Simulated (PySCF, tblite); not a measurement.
**C₄H₈FN+ (doublet): geometry, infrared bands and EPR parameters**

Wanted: the infrared bands and EPR parameters of C₄H₈FN+ (doublet) (`[NH2+]C[C@@H]1C[C@@H]1F`), by calculation.

The runs use tblite 0.8.0 and PySCF 2.14.0, with density-fitted response routines of our own; the level of theory stands in each step. All values are computed, except where a source is named. Atoms are numbered from 0 throughout.

## 1. Starting geometry

14 atoms, charge 1, multiplicity 2; geometry from: force field or distance geometry start.

Bonds of the start (Å): N0–C1 1.47, C1–C2 1.48, C2–C3 1.52, C3–C4 1.49, C4–F5 1.38, C4–C2 1.51, N0–H6 1.02, N0–H7 1.02, C1–H8 1.10, C1–H9 1.10, C2–H10 1.08, C3–H11 1.10, C3–H12 1.07, C4–H13 1.09.

## 2. Relaxing the molecule with GFN2-xTB

What the job is given:

```
{"job": {"kind": "relax", "xc": "GFN2-xTB", "basis": "xTB"}, "charge": 1, "multiplicity": 2}
N      1.354500    -0.878600     1.388400
C      0.392500    -1.100200     0.299100
C      0.242500     0.159400    -0.458000
C     -0.714700     1.247800     0.003300
C     -1.045400     0.424100    -1.192800
F     -2.071700    -0.496700    -1.082600
H      0.998100    -0.127200     1.985800
H      2.238800    -0.547500     1.013000
H      0.779200    -1.897800    -0.347700
H     -0.555800    -1.453200     0.735800
H      1.145600     0.463900    -0.958800
H     -1.308200     1.058800     0.904300
H     -0.429600     2.274300    -0.127100
H     -1.026400     0.872500    -2.184900
```

The run is started by

```sh
$ OMP_NUM_THREADS=1 python probes_run.py task.json out
```

One launch serves the whole session: the jobs run in the order shown.

**Question.** This job is followed by: GFN2-xTB harmonic vibrations, gas phase; UKS B3LYP, pcH-1 on C F H N, non-relativistic, mean-field spin-orbit, GIAO. Predict these results of the whole session: strongest single infrared mode (GFN2-xTB); zero-point energy (GFN2-xTB); g(iso) (B3LYP); ⟨S²⟩; largest a(iso) (averaged by class).

**Answer**, as computed:

| quantity | value |
| --- | --- |
| strongest single infrared mode (GFN2-xTB) | 3429 cm⁻¹, 301 km/mol |
| zero-point energy (GFN2-xTB) | 70.2 kcal/mol |
| g(iso) (B3LYP) | 2.00434 |
| ⟨S²⟩ | 0.754 (exact 0.75) |
| largest a(iso) (averaged by class) | 1H on H9, 386.9 MHz |

In words: Relaxing lowered the energy by 0.573 eV in 159 steps; the close pair that moved most is N0–C1, from 1.470 to 1.397 Å. No mode is imaginary among the 36: a minimum at this level. The strongest single mode, at 3429 cm⁻¹, moves mainly H6 and H7. GFN2-xTB is a fitted tight-binding method: band positions and strengths are rough. Its intensities can rank the bands wrongly. N0 carries the largest spin population, 0.67 e. The isotropic g lies 2.0 ppt above the free-electron value. The conformer search found further structures of the same energy, which may be mirror or relabelled copies of this one.
